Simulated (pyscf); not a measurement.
Optimised with ωB97X-D3(BJ)/def2-SVP in PySCF.

**Question.** Estimate the classical barrier height and the reaction energy of H₃C–CH(OH)–ZnH (SMILES C[CH](O)[ZnH]) → H₂C=CH–ZnH (SMILES C=[CH][ZnH]) + H₂O (SMILES O) at ωB97M-D3(BJ)/def2-TZVP. The step runs on the singlet surface, breaks C–H, C–O and forms H–O; take the reactant's lowest minimum found as zero.

**Answer.** ΔE‡ = 43.9 kcal/mol, ΔE = +10.0 kcal/mol. Zero-point energy shifts the barrier by -3.8 kcal/mol. It is an elimination, with an imaginary mode of 388i cm⁻¹. On the product side the descent ends in an adduct with a O–Zn contact, 9.8 kcal/mol under the separated species and 42.0 kcal/mol under the saddle at ωB97X-D3(BJ)/def2-TZVP. H₃C–CH(OH)–ZnH lies 5.0 kcal/mol over its isomer H₃C–Zn–CH₂–OH (electronic energy, ωB97M-D3(BJ)/def2-TZVP). One saddle was located; it need not be the lowest between these sides. Elements up to Kr have no core potential and no relativistic terms here.
